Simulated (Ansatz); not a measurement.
**singlet SiF(+): levels of theory in one basis**

| atom | x (Å) | y (Å) | z (Å) |
| --- | --- | --- | --- |
| Si | 0.0000 | 0.0000 | -0.7842 |
| F | 0.0000 | 0.0000 | 0.7842 |

Basis set: def2-SVP (spherical functions). Correlated methods keep 6 orbitals frozen. Charge 1, multiplicity 1.

Computed with Ansatz (development build ahead of 0.2.0); each method stands on the lowest determinant of its kind that the runs found.

| method | E − E(RHF) (eV) | <S²> of the determinant |
| --- | --- | --- |
| RHF | 0.00 | 0.00 |
| RHF-MP2 | -6.75 | – |

Question: What does RHF-CCSD(T) give on the same scale?

Answer: -7.27 eV.

Question: Is a single determinant a sound starting point here?

Answer: By this sign, yes. Unrestricted orbitals gain 0.00 eV and <S²> is 0.00 against 0.00 for a pure state.
